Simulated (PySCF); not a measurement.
## TDDFT excited states: C4H7NO

C4H7NO.
Geometry (GFN2-xTB, Å), atoms numbered from 1 in this order:
```
atom  x, y, z in Å
C1     1.8341    0.1032    0.4567
N2     1.0985    0.9594   -0.4162
C3    -0.0455    0.7252   -0.8571
C4    -0.9297   -0.4945   -0.6306
C5    -1.7100   -0.2562    0.6289
O6    -1.4771   -0.7621    1.6905
H7     1.3597   -0.8541    0.6896
H8     2.8129   -0.0646    0.0056
H9     1.9904    0.6511    1.3868
H10   -0.4818    1.4979   -1.4810
H11   -1.6079   -0.5929   -1.4769
H12   -0.3198   -1.3923   -0.5239
H13   -2.5280    0.4804    0.5100
```

Level of theory: TDDFT CAM-B3LYP/def2-SVPD, vertical, gas phase, core orbitals frozen in the response (PySCF 2.14.0, density-fitted response routines).

Task: What does the calculation give for the low-lying excited states?

Result: 

```json
{"state": "S1", "E (eV)": "4.24", "λ (nm)": "292.3", "f": "0.0023", "main configurations (H = HOMO, L = LUMO)": "H-1→L (68%), H→L (14%), H-1→L+1 (9%)"}
{"state": "S2", "E (eV)": "4.64", "λ (nm)": "267.5", "f": "0.0020", "main configurations (H = HOMO, L = LUMO)": "H→L (53%), H→L+1 (26%), H-1→L (12%)"}
{"state": "S3", "E (eV)": "6.24", "λ (nm)": "198.6", "f": "0.024", "main configurations (H = HOMO, L = LUMO)": "H→L+1 (52%), H→L (27%), H→L+2 (11%)"}
{"state": "S4", "E (eV)": "6.97", "λ (nm)": "178.0", "f": "0.032", "main configurations (H = HOMO, L = LUMO)": "H→L+2 (42%), H-1→L+1 (29%), H-2→L (8%)"}
{"state": "S5", "E (eV)": "7.07", "λ (nm)": "175.3", "f": "0.166", "main configurations (H = HOMO, L = LUMO)": "H→L+2 (30%), H-1→L+1 (26%), H-2→L (14%)"}
{"state": "S6", "E (eV)": "7.25", "λ (nm)": "171.0", "f": "0.011", "main configurations (H = HOMO, L = LUMO)": "H-2→L (67%), H-1→L+1 (29%)"}
{"state": "S7", "E (eV)": "7.67", "λ (nm)": "161.7", "f": "0.032", "main configurations (H = HOMO, L = LUMO)": "H→L+3 (51%), H-1→L+2 (29%)"}
{"state": "S8", "E (eV)": "7.72", "λ (nm)": "160.5", "f": "0.0065", "main configurations (H = HOMO, L = LUMO)": "H-1→L+2 (41%), H→L+3 (34%), H→L+5 (10%)"}
```

Triplets (Tamm–Dancoff): T1 3.63 eV, H-1→L (61%), H→L (22%), H-1→L+1 (8%); T2 3.91 eV, H→L (40%), H→L+1 (30%), H-1→L (18%); T3 4.90 eV, H-2→L (41%), H-2→L+1 (22%), H-1→L+1 (15%).

The lowest singlet comes at 292 nm (409 kJ/mol) in the ultraviolet; it is very weak; its leading configuration is HOMO-1→LUMO (68%). The strongest level in the table is S5 at 7.07 eV (175 nm, f = 0.166). Löwdin shares by element: HOMO nitrogen 54%, carbon 30% or more (atoms not listed hold the other 17%); LUMO carbon 40% or more, oxygen 25%, nitrogen 12% (atoms not listed hold the other 22%). Of the 8 states listed, 5 reach f = 0.01 and none stays under 0.0005. The listed states span 3.48 eV, and the widest gap between neighbours is 1.61 eV (S2 to S3). Orbital energies (eV): HOMO-3 -12.38, HOMO-2 -10.40, HOMO-1 -9.19, HOMO -8.58, LUMO -0.13, LUMO+1 1.09, LUMO+2 1.33. The window holds the lowest 8 singlets.

One conformer stands for the species.
